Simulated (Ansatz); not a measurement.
# Low-lying states of C2H4

Calculated in Ansatz's Gaussian-basis code. State-averaged CASSCF with equal weights; occupations are averaged over the states; levels count from the state that is lowest in CASSCF. CASSCF levels without dynamic correlation can be off by over 1 eV. No symmetry is imposed, so a solution can break that of the shape. No proof that the lowest CASSCF solution was found.

Geometry:

```xyz
6

C     0.0000    0.0000    0.6695
C     0.0000    0.0000   -0.6695
H    -0.5328    0.7609    1.2321
H     0.5328   -0.7609    1.2321
H     0.5328    0.7609   -1.2321
H    -0.5328   -0.7609   -1.2321
```

Basis cc-pVDZ, nonrelativistic, 2 orbitals frozen in the corrections; active space CAS(4,4). Averaged: 1 singlet, 1 triplet.

(1) Give the levels in order, with their spins.

Same geometry.

Basis cc-pVDZ, nonrelativistic, 2 orbitals frozen in the corrections; active space CAS(4,4). Averaged: 1 singlet, 1 triplet, 1 quintet.

(2) Give the levels in order, with their spins.

Geometry:

```xyz
6

C     0.0000    0.0000    0.6695
C     0.0000    0.0000   -0.6695
H    -0.5971    0.7116    1.2321
H     0.5971   -0.7116    1.2321
H     0.5971    0.7116   -1.2321
H    -0.5971   -0.7116   -1.2321
```

Basis cc-pVDZ, nonrelativistic, 2 orbitals frozen in the corrections; active space CAS(2,2). Averaged: 3 singlets.

(3) Give the levels in order.

Answers

(1) 

| state | CASSCF (eV) |
| --- | --- |
| singlet | 0.000 |
| triplet | 0.795 |

Occupations: 1.98, 1.32, 0.68, 0.02.

(2) 

| state | CASSCF (eV) |
| --- | --- |
| singlet | 0.000 |
| triplet | 0.737 |
| quintet | 12.211 |

Occupations: 1.66, 1.22, 0.79, 0.34.

(3) 

```tsv
state	CASSCF (eV)
singlet	0.000
singlet	3.454
singlet	3.906
```

Occupations: 1.00, 1.00.
